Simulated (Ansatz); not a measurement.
## AsH3⁺, doublet: reading a ladder of total energies

Geometry: a PBE0/def2-TZVP stationary point for this spin, not checked as a minimum.

```xyz
4

As    0.0001    0.0000   -0.0162
H     1.4362    0.0138    0.4059
H    -0.7317    1.2385    0.3977
H    -0.7085   -1.2513    0.3998
```

Basis cc-pVTZ; Ansatz 0.2.0. Correlated methods freeze the noble-gas cores and the filled d shells of p-block atoms, which leaves 7 electrons in 71 orbitals. Prefix R: restricted or restricted open-shell reference; prefix U: unrestricted. No spin–orbit coupling is included, and no scalar relativity.

Full CI isn't at hand for all of this; UCCSDT(Q) serves as the reference, and is uncertain by the last step of the cluster series or more.

UCCSD has a T1 diagnostic of 0.011 and a largest doubles amplitude of 0.04.

Runs differ by some tens of microhartree through their thresholds and, for an open shell, their frozen cores, so steps under 0.03 kcal/mol mean nothing.

Here the R and U totals at CCSDT(Q) differ by 0.11 kcal/mol, a measure of how far such totals hang on the determinant and its frozen core.

```csv
level,total energy (hartree)
UHF,-2235.661114
UMP2,-2235.782100
UCCSD,-2235.807241
UCCSD(T),-2235.810980
UCCSDT,-2235.811695
UCCSDT(Q),-2235.811784
```

Problem. What is the correlation energy at UCCSDT(Q), and what share of it do UMP2 and UCCSD(T) recover?

Solution. E(corr) = -2235.811784 − (-2235.661114) = -0.150670 hartree = -4.100 eV. UMP2: -0.120986 / -0.150670 = 80.30 %. UCCSD(T): -0.149866 / -0.150670 = 99.47 %.

Problem. By how many kcal/mol does UCCSD(T) miss UCCSDT(Q) (1 hartree = 627.509 kcal/mol), and which steps make up the rest?

Solution. -2235.810980 − (-2235.811784) = 0.000804 hartree = 0.50 kcal/mol. Steps: UCCSDT − UCCSD(T) = -0.45, UCCSDT(Q) − UCCSDT = -0.06 kcal/mol. That is within 1 kcal/mol of the reference in this basis, which itself misses far more of the correlation at the basis-set limit.
